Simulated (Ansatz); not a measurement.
# CH₆N+: a ladder of functionals and wavefunction methods

One table from this session's results is given with a row withheld; the runs are named, their logs left out.

Computed with Ansatz 0.2.0, Gaussian basis. Level: functionals in def2-TZVPP, the program's frozen cores in correlated methods.

The runs, in order: LDA (SPW92), PBE-D4, revPBE-D4, BLYP-D4, r2SCAN-D4, B97M-V, PBE0-D4, B3LYP-D4, r2SCANh-D4, r2SCAN0-D4, HSE06-D4, BHLYP-D4, CAM-B3LYP-D4, LC-ωPBE, ωB97X-V, ωB97M-V, B2PLYP, PBE-QIDH; CCSD(T)/def2-SVP; CCSD(T)/def2-TZVPP; MP2/def2-QZVPP; extrapolation to the limit; RPA on PBE.

1 further run of the same task is left out (it didn't finish).

### The relaxed structure

An earlier PBE0-D4 in a triple-zeta def2 set relaxation fixed the geometry.

SMILES `C[NH3+]`, 8 atoms, charge 1, spin multiplicity 1.

Atoms are counted from 1 here; the program's logs count them from 0.

Bond lengths: C1–N2 1.497 Å, C1–H3 1.087 Å, C1–H4 1.087 Å, C1–H5 1.087 Å, N2–H6 1.023 Å, N2–H7 1.023 Å, N2–H8 1.023 Å. Angles: N2–C1–H3 108.5°, N2–C1–H4 108.5°, N2–C1–H5 108.5°, H3–C1–H4 110.4°, H3–C1–H5 110.4°, H4–C1–H5 110.4°, C1–N2–H6 111.4°, C1–N2–H7 111.4°, C1–N2–H8 111.4°, H6–N2–H7 107.4°, H6–N2–H8 107.4°, H7–N2–H8 107.4°.

The first run:

in.yaml reads:

```yaml
crystal:
  periodic: [false, false, false]
  atoms:
    - {symbol: C, position_ang: [-0.225149, 0.292953, -0.663406]}
    - {symbol: N, position_ang: [0.218732, -0.284599, 0.644490]}
    - {symbol: H, position_ang: [-0.040977, -0.440831, -1.444615]}
    - {symbol: H, position_ang: [-1.286769, 0.519448, -0.597776]}
    - {symbol: H, position_ang: [0.345608, 1.199314, -0.851535]}
    - {symbol: H, position_ang: [0.065476, 0.371300, 1.413861]}
    - {symbol: H, position_ang: [1.214851, -0.515291, 0.632279]}
    - {symbol: H, position_ang: [-0.291762, -1.142293, 0.866700]}
basis:
  gaussian: {orbitals: def2-TZVPP}
total_charge: 1
hamiltonian: {xc: lda}
output: {orbitals: {seedname: orbitals}}
```

Among the steps run: LDA; PBE-D4 (GGA); revPBE-D4 (GGA); BLYP-D4 (GGA); r2SCAN-D4 (meta-GGA); B97M-V (meta-GGA); PBE0-D4 (hybrid); B3LYP-D4 (hybrid); r2SCANh-D4 (hybrid); r2SCAN0-D4 (hybrid); HSE06-D4 (hybrid); BHLYP-D4 (hybrid); CAM-B3LYP-D4 (range-separated); LC-ωPBE-D4 (range-separated; the results give it without D4); ωB97X-V (range-separated); ωB97M-V (range-separated); B2PLYP (double hybrid); PBE-QIDH (double hybrid).

One of the session's tables, all rows but one given; the rest of the session is left out.

It belongs to the step «Orbital energies across the functionals». Levels, from each run's orbital file:

| functional | HOMO (eV) | LUMO (eV) | gap (eV) |
| --- | --- | --- | --- |
| LDA (SPW92) | -15.75 | -6.27 | 9.47 |
| PBE-D4 | -15.78 | -6.25 | 9.53 |
| revPBE-D4 | -15.77 | -6.24 | 9.53 |
| BLYP-D4 | -15.72 | -6.34 | 9.38 |
| r2SCAN-D4 | -16.14 | -5.34 | 10.80 |
| B97M-V | -16.25 | -5.97 | 10.28 |
| PBE0-D4 | -17.35 | -5.33 | 12.02 |
| B3LYP-D4 | -17.13 | -5.76 | 11.38 |
| r2SCANh-D4 | -16.71 | -5.07 | 11.64 |
| r2SCAN0-D4 | -17.58 | -4.70 | 12.87 |
| HSE06-D4 | -16.93 | -5.70 | 11.23 |
| BHLYP-D4 | ? | ? | ? |
| CAM-B3LYP-D4 | -18.86 | -4.58 | 14.28 |
| LC-ωPBE | -20.32 | -3.17 | 17.14 |
| ωB97X-V | -19.93 | -3.37 | 16.56 |
| ωB97M-V | -19.75 | -3.89 | 15.86 |

Q: Estimate the row for BHLYP-D4 from the others.

Worked estimate for «HOMO (eV)». Against the share of exact exchange, BLYP-D4 (0, -15.72), B3LYP-D4 (0.2, -17.13) give a slope of -7.05 per unit share; at 0.5 the line stands at -19.24.

As computed: HOMO (eV): -18.88; LUMO (eV): -4.72; gap (eV): 14.15. In «HOMO (eV)» the line misses by -0.36.
